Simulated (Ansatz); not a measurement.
Chalcopyrite ZnSnSb2 (structure not from a measured cell) was calculated with LDA in Ansatz (plane waves, PAW).

Input file:

Ansatz 0.2 input:
```yaml
crystal:
  lattice:
    - [-3.1364321391, 3.1364321391, 6.3049920182]
    - [3.1364321391, -3.1364321391, 6.3049920182]
    - [3.1364321391, 3.1364321391, -6.3049920182]
  atoms:
    - { symbol: Zn, position: [0.0, 0.0, 0.0] }
    - { symbol: Zn, position: [0.75, 0.25, 0.5] }
    - { symbol: Sn, position: [0.5, 0.5, 0.0] }
    - { symbol: Sn, position: [0.25, 0.75, 0.5] }
    - { symbol: Sb, position: [0.6529879497, 0.625, 0.5279879497] }
    - { symbol: Sb, position: [0.375, 0.9029879497, 0.0279879497] }
    - { symbol: Sb, position: [0.0970120503, 0.125, 0.4720120503] }
    - { symbol: Sb, position: [0.875, 0.3470120503, 0.9720120503] }
basis:
  ecutwfc: 520
  ecutrho_ratio: 4
  xc_grid: 2
kpoints:
  mp_grid: { grid: [12, 12, 12] }
hamiltonian:
  xc: lda
  dispersion: none
  pseudopotentials: { kind: paw }
scf:
  occupations: { method: fermi_dirac, width: 0.05 }
  convergence: { dr2_threshold: 0.0000000008 }
output:
  forces: true
  stress: true
  eigenvalues: true
```

The run printed, among other lines:

```
Crystal: 8 atoms, lattice volume = 248.094 Å³
Basis set: ecut = 520 eV, 6667 PW (Γ), exchange–correlation on 120×120×120 points (8 copies of the dense FFT grid, shifted against one another)
Bands: 68, of which v1, the nominal top of the filled ones, is band 56 counted from 1 (55 counted from 0)
Symmetry: 8 space group operations
Space group: I-42d (ITA 122), of the structure as read, at distance tolerance 6.3e-5 Å
k-points: 163 of 1728 (time reversal used)
Functional: x = slater, c = lda
SCF iter   1: F=—  HF=-43594.963371 eV  |F-HF|=—  |Δ(HF+E_count)|=         —  Δρ=6.01e-3  dr2=3.65e-2
SCF iter   2: F=—  HF=-43594.951756 eV  |F-HF|=—  |Δ(HF+E_count)|=   1.16e-2  Δρ=2.79e-3  dr2=9.12e-3
  ...
SCF iter   9: F=—  HF=-43594.949338 eV  |F-HF|=—  |Δ(HF+E_count)|=  5.09e-11  Δρ=1.58e-6  dr2=8.62e-9
SCF iter  10: F=-43594.949338 eV  HF=-43594.949338 eV  |F-HF|=1.02e-10  |Δ(HF+E_count)|=  4.51e-10  Δρ=3.67e-7  dr2=6.33e-10
SCF 1 converged in 10 iterations: F = -43594.949338 eV  dr2 = 6.33e-10
SCF converged after 10 iterations
Free energy (F): -43594.949338 eV
Internal energy: -43594.947841 eV  (E = F + TS)
E sigma→0 (E₀):  -43594.948590 eV
Fermi energy:    7.522633 eV
--- Forces (eV/Å), atoms counted from 1 ---
  atom   1  Zn    -0.00000000    -0.00000000     0.00000000
  atom   2  Zn    -0.00000000    -0.00000000     0.00000000
  atom   3  Sn    -0.00000000     0.00000000    -0.00000000
  atom   4  Sn    -0.00000000     0.00000000    -0.00000000
  atom   5  Sb     0.00000000     0.01647183     0.00000000
  atom   6  Sb     0.01647183    -0.00000000    -0.00000000
  atom   7  Sb     0.00000000    -0.01647183    -0.00000000
  atom   8  Sb    -0.01647183    -0.00000000    -0.00000000
--- Stress (GPa, compression-positive) ---
       -1.484143      -0.000000      -0.000000
       -0.000000      -1.484143       0.000000
       -0.000000       0.000000      -1.500919
  P = ⅓ Tr σ = -1.4897 GPa (-14.897 kbar)
```

The PAW data were made under PBE.

Note: the gap of the solid is closed in this run. Note: this level leaves the solid without a gap, although one is measured. Note: cell and atoms aren't relaxed at this level (pressure -1.5 GPa).

Ansatz is a program for electronic structure.
